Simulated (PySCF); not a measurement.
## Nuclear quadrupole coupling in `CO/C=C/Cl`

C3H5ClO.
Z-matrix (Å and degrees, PBE0-D3(BJ)/def2-SVP geometry), rows numbered from 1:
```
C 
O   1  1.4016
C   2  1.3381  1  117.69
C   3  1.3410  2  126.97  1     0.07
Cl  4  1.7281  3  120.91  2   179.98
H   1  1.0970  2  107.08  3   179.91
H   1  1.1048  2  111.35  3   -60.79
H   1  1.1048  2  111.34  3    60.62
H   3  1.0932  2  111.97  1  -179.94
H   4  1.0898  3  124.76  2    -0.01
```

Field gradients from the PBE0/pcSseg-1 density (PySCF, non-relativistic), principal values in atomic units, ordered |Vxx| ≤ |Vyy| ≤ |Vzz|:

```csv
atom,Vxx,Vyy,Vzz
O2,-0.3432,-1.5306,1.8738
Cl5,-1.9461,-2.0828,4.0290
```

Question: Find the asymmetry η = (Vxx − Vyy)/Vzz and the couplings χ = eQV/h (234.96 MHz × Q in barn × V in au), with Q(17O) = −0.0256 b, Q(35Cl) = −0.0817 b.

Answer: 
```csv
atom,environment,nucleus,η,χzz (MHz),χxx (MHz),χyy (MHz)
O2,ether oxygen,17O,0.63,-11.27,2.06,9.21
Cl5,vinyl chlorine,35Cl,0.03,-77.34,37.36,39.98
```

The gradient is axial or nearly so (η below 0.05) at Cl5. 

Question: What is Vzz at Cl5 in SI units (1 au = 9.71736 × 10²¹ V/m²)?

Answer: 4.0290 au = 39.151 × 10²¹ V/m².

Question: And the gradient at the other heavy atoms, for which no coupling is worked out here?

Answer: 
| atom | environment | Vzz (au) | η |
| --- | --- | --- | --- |
| C1 | methoxy carbon | 0.420 | 0.08 |
| C3 | vinylic carbon bearing oxygen | -0.329 | 0.07 |
| C4 | vinylic C–Cl carbon | 0.375 | 0.38 |

Were the hydrogens deuterons (Q(2H) = 0.00286 b), χzz would run from 184 kHz (H8 and H7) to 208 kHz (H10).

Geometry: PBE0-D3(BJ)/def2-SVP, one conformer, isolated molecule. With so small a basis the couplings can be 20 % off.
